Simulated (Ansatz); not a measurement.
fcc Pt was calculated with PBEsol (Ansatz, a first-principles code, PAW).

A relaxed, unreconstructed slab of the (311) face has 11 atoms, two equal faces of 12.739 Å² each and an energy of -136218.5271 eV. A bulk cell of 11 atoms with the same orientation and in-plane k mesh has -136222.0551 eV. Energies are extrapolated to zero smearing.

Numerical settings: plane-wave cutoff 500 eV, 20×20×1 k mesh (along the axes of the cell as run), Fermi–Dirac smearing 0.1 eV, scalar-relativistic PAW data made under PBE.

Worked out: γ = (E_slab − N E_bulk per atom)/2A = [-136218.5271 − 11 × (-136222.0551/11)]/(2 × 12.739) = 0.1385 eV/Å². With 16.022 J/m² per eV/Å² this is 2.22 J/m², or 1.76 eV per surface cell and face.
